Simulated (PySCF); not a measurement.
One of the candidates below gave these computed data.

All candidates are C4H4OS.

| technique | computed result |
| --- | --- |
| Triplet | lowest triplet excitation (Tamm–Dancoff): 3.94 eV [TDA CAM-B3LYP/def2-SVPD] |
| Rotational structure | rotational constants A, B, C: 4.855, 3.349, 2.007 GHz [PBE0-D3(BJ)/def2-SVP] |
| 1H NMR | chemical shifts (computed TMS as zero) by class: 7.49 (1 H), 6.35 (1 H), 4.22 (2 H) ppm [GIAO KT3/pcSseg-2] |
| Dipole | 4.79 D [CAM-B3LYP/def2-SVPD] |
| 13C NMR | chemical shifts (computed TMS as zero) by class: 192.1 (1 C), 152.1 (1 C), 133.3 (1 C), 45.5 (1 C) ppm [GIAO KT3/pcSseg-2] |
| Valence photoelectron | vertical ionisation energy: 9.65 eV [ΔSCF CAM-B3LYP/def2-SVPD] |
| UV, first state | lowest singlet excitation: 4.35 eV (285 nm, f = 0.000) [TDDFT CAM-B3LYP/def2-SVPD] |
| NMR, other nuclei | isotropic shieldings of nuclei other than C and H, by class: -179 (1 O), 378 (1 S) ppm [GIAO KT3/pcSseg-2] |
| UV, strongest line | among the 10 lowest singlet transitions: S4 at 6.23 eV (199 nm, f = 0.175) [TDDFT CAM-B3LYP/def2-SVPD] |

Electronic properties: PySCF, gas phase, density fitting. Levels stand in brackets. Isolated species at its PBE0-D3(BJ)/def2-SVP geometry, gas phase. NMR values are class means; diastereotopic atoms form classes of their own.

Question: Which candidate is it?
A. `Sc1ccco1`
B. `CC(=O)C=C=S`
C. `O=C1C=CCS1`

Answer: C. It is `O=C1C=CCS1`. Numbering: `[O:1]=[C:2]1[CH:3]=[CH:4][CH2:5][S:6]1`. Its formula, C4H4OS, gives 3 degrees of unsaturation: 1 ring and 2 π bonds in the structure found. 4 carbons fall into 4 classes; from least to most shielded: thioester carbonyl carbon [C2] (192.1 ppm), alkene CH carbon [C4] (152.1 ppm), alkene CH carbon [C3] (133.3 ppm), ring sp3 carbon bound to sulfur [C5] (45.5 ppm). Hydrogen classes from least to most shielded: 1 H on an alkene CH carbon, C4 (7.49 ppm), 1 H on an alkene CH carbon, C3 (6.35 ppm), 2 H on an sp3 carbon bound to sulfur, C5 (4.22 ppm). The other shieldings belong to: -179 ppm, carbonyl oxygen [O1]; 378 ppm, sulfur bonded to 2 C [S6]. S1 is mainly HOMO−1→LUMO (weight 0.93); the largest Löwdin shares of the orbital it empties are 0.55 on the carbonyl oxygen, 0.20 on the sulfur bonded to 2 C, 0.12 on the thioester carbonyl carbon and 0.09 on an alkene CH carbon, of the orbital it fills 0.28 on an alkene CH carbon, 0.19 on the thioester carbonyl carbon, 0.17 on the carbonyl oxygen and 0.17 on an alkene CH carbon. The first electron is taken from the HOMO, whose largest Löwdin shares are 0.64 on the sulfur bonded to 2 C, 0.11 on the carbonyl oxygen, 0.10 on the sp3 carbon bound to sulfur and 0.10 on the thioester carbonyl carbon. The optimised geometry has point group Cs and is an asymmetric top.

The others, at the same levels:
- `CC(=O)C=C=S` fails: its computed 13C shifts are 251.3 (1 C), 187.8 (1 C), 72.4 (1 C), 31.8 (1 C) ppm, 1H shifts are 5.46 (1 H), 2.35 (3 H) ppm and rotational constant A is 8.689 GHz (against 4.855 GHz).
- `Sc1ccco1` fails: its computed lowest singlet excitation is 4.96 eV (250 nm, f = 0.002) (against 4.35 eV), vertical ionisation energy is 8.14 eV (against 9.65 eV) and strongest line among the 10 lowest singlet transitions is S2 at 5.61 eV (221 nm, f = 0.298) (against S4 at 6.23 eV).

Each candidate is one conformer, not necessarily the lowest. Dipoles, sizes and rotational constants follow the conformer. The torsions of the flexible species, by atom-mapped SMILES:
- `[CH3:1][C:2](=[O:3])[CH:4]=[C:5]=[S:6]`: C1–C2–C4–C5 0°
- `[SH:1][c:2]1[cH:3][cH:4][cH:5][o:6]1`: H–S1–C2–C3 180°
